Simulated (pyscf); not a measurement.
`[BH2][OH]` + `[H]` [doublet] → `[BH][OH]` [doublet] + `[H][H]`, a hydrogen abstraction (doublet surface; B–H broken, H–H formed). PySCF, gas phase, ωB97X-D3(BJ)/def2-SVP geometries. Energies in eV from the separated reactants.

Small-basis levels: PySCF, no dispersion term, spherical d functions. Open shells are spin-unrestricted. 

Problem. In single points SVWN5/6-31G* puts the saddle at 0.07 eV and the reaction energy at +0.22 eV. Should these be trusted to within a few kcal/mol? Compare with ωB97M-D3(BJ)/def2-TZVP.

Solution. ωB97M-D3(BJ)/def2-TZVP gives ΔE‡ = 0.50 eV and ΔE = +0.17 eV. SVWN5/6-31G* lies 0.43 eV under it in the barrier and 0.05 eV over it in the reaction energy, so on this step it does not hold to within 0.13 eV. At SVWN5/6-31G* this geometry lies under one side, so its ΔE‡ may be no barrier of that level. ωB97M-D3(BJ)/def2-TZVP has limits of its own. [HB–OH]• lies 0.25 eV over its isomer H₂B–O• (electronic energy, ωB97M-D3(BJ)/def2-TZVP). This is the saddle that the search found; another between the same sides may lie lower. The angle at the transferred H is 174°.
